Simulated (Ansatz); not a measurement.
# Structure relaxation of Si₂Sn

Theory: Ansatz, DFT PBE, scalar-relativistic, plane waves, PAW. Cutoff 420 eV, Γ-centred k mesh, Gaussian smearing, no spin polarisation in the final step.

The start puts Si₂Sn on the 3R molybdenite structure type (R3m, No. 160), with Sn in place of Mo, Si in place of S, at a guessed volume.

```
Si Sn
1.0
     1.56920    0.90598    6.07572
    -1.56920    0.90598    6.07572
     0.00000   -1.81196    6.07572
Si Sn
2 1
Direct
  0.74840 0.74840 0.74840
  0.58490 0.58490 0.58490
  0.00000 0.00000 0.00000
```

Cell and atoms relax at zero pressure; the relaxation can't lower the symmetry of the start. After a coarse first stage the cell is made exact in the group found at 0.06 Å.

Energies over the elements count from the elements' standard structures at the same level, with no empirical corrections.

Question: What does it relax into?

Answer: It keeps R3m (No. 160), but not the shape of the type it started on. Conventional cell: a = 3.724 Å, c = 16.021 Å. Si on Wyckoff site a (1 atom of the primitive cell) is coordinated by 3 Si at 2.39 Å; Si on Wyckoff site a (1 atom of the primitive cell) has 3 Si at 2.39 Å; around Sn lie 7 Si at 2.99–3.11 Å, 6 Sn at 3.72 Å and 3 Si at 3.91 Å.

```xyz
3
Lattice="1.8620 1.0750 5.3404 -1.8620 1.0750 5.3404 0.0000 -2.1500 5.3404" Properties=species:S:1:pos:R:3 pbc="T T T"
Si    0.0000    0.0000   12.8594
Si    0.0000    0.0000    8.5514
Sn    0.0000    0.0000   15.9714
```

Question: What are its volume, energy, density and gap?

Answer: The volume per atom is 21.38 Å³, the density is 4.53 g/cm³ and the energy over the elements is 0.27 eV/atom. The gap on the 12×12×12 mesh is 0 eV (a metal).

The final run used a 12×12×12 mesh on its 3-atom cell and 0.10 eV smearing. For metals, differences of a few meV/atom aren't resolved. Symmetry constrained the relaxation, so the result can be a saddle point. The steps took of the order of 4 core-minutes in all.